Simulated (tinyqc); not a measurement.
Worked calculation: Pariser-Parr-Pople SCF with singles CI, for the molecule C1=CC=C1 (SMILES; centres numbered as the heavy atoms are written). One step of it, computed by the program tinyqc.

Task: Singles CI, triplets. Over the 4 single excitations with the smallest orbital gaps: A = (e_a - e_i) delta - (ij|ab), with (pq|rs) = sum c_mp c_mq gamma_mn c_nr c_ns.

orbital energies (eV): -13.043940  -7.148766  -4.041234  1.853940

coefficients:
```
         MO1        MO2        MO3        MO4
1C  0.468253   0.707107   0.000000   0.529848
2C  0.529848   0.000000   0.707107  -0.468253
3C  0.468253  -0.707107   0.000000   0.529848
4C  0.529848   0.000000  -0.707107  -0.468253
```

repulsion gamma_rs (eV), lower triangle:
```
           1C         2C         3C         4C
1C  11.130000
2C   5.345397  11.130000
3C   4.398492   5.345397  11.130000
4C   5.345397   4.398492   5.345397  11.130000
```

Give: triplet CI matrix; triplet excitation energies.

Result:

triplet CI matrix (eV), lower triangle:
```
        2>3    1>3    2>4    1>4
2>3  -2.238
1>3   0.000  2.299
2>4   0.000  0.000  2.299
1>4   0.000  0.000  0.000  8.361
```

triplet excitation energies (eV): -2.238  2.299  2.299  8.361
